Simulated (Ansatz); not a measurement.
Relaxation of AlBH$_{6}$O (9 atoms, charge 0, multiplicity 1), to a largest force component of 0.03 eV/Å in at most 50 steps.

Computed with RKS PBE-D4/def2-SVP in Ansatz.

```xyz
9
Properties=species:S:1:pos:R:3
B 0.035 -0.368 -0.314
H -0.001 0.109 2.031
H 1.035 0.331 -0.401
H -1.083 0.108 -0.474
O 0.205 -1.731 -0.139
Al -0.792 -3.138 -0.393
H -0.084 -4.546 -0.176
H -2.297 -2.900 -0.864
H 0.142 -0.535 1.734
```

Q: Where does it end, and by what steps?

A: The forces met the threshold. The force dipped under the threshold on the way, but the program's further checks kept it going. After 22 steps the energy has fallen by 0.325 eV; H8 moved furthest, 1.45 Å.

```tsv
step	energy less start (eV)	largest force component (eV/Å)	accepted
0	0.0000	1.667	yes
1	-0.1316	0.577	yes
2	-0.1680	0.345	yes
3	-0.1406	1.345	no
4	-0.1840	0.151	yes
5	-0.1902	0.082	yes
6	-0.1952	0.017	yes
7	-0.1035	1.738	no
8	-0.1965	0.104	yes
9	-0.1991	0.211	yes
10	-0.2018	0.322	yes
11	-0.2036	0.275	yes
12	-0.2315	0.202	yes
13	-0.2568	0.207	yes
14	-0.2707	0.549	yes
15	-0.3106	0.324	yes
16	-0.3177	0.328	yes
17	-0.3236	0.094	yes
18	-0.3243	0.009	yes
19	-0.3243	0.073	no
20	-0.3245	0.022	yes
21	-0.3246	0.041	yes
22	-0.3247	0.015	yes
```

```xyz
9
Properties=species:S:1:pos:R:3
B -0.161 -0.247 -0.554
H 0.206 -0.035 2.366
H 0.914 0.117 -1.014
H -0.937 0.556 -0.052
O -0.498 -1.546 -0.606
Al -0.911 -3.218 -0.620
H -0.450 -4.071 0.639
H -1.712 -3.739 -1.889
H 0.709 -0.487 2.733
```

Time of the run: 81 s on 1 thread of Intel(R) Xeon(R) Platinum 8259CL CPU @ 2.50GHz (Skylake/Cascade Lake) (shared host), peak memory 0.16 GiB.
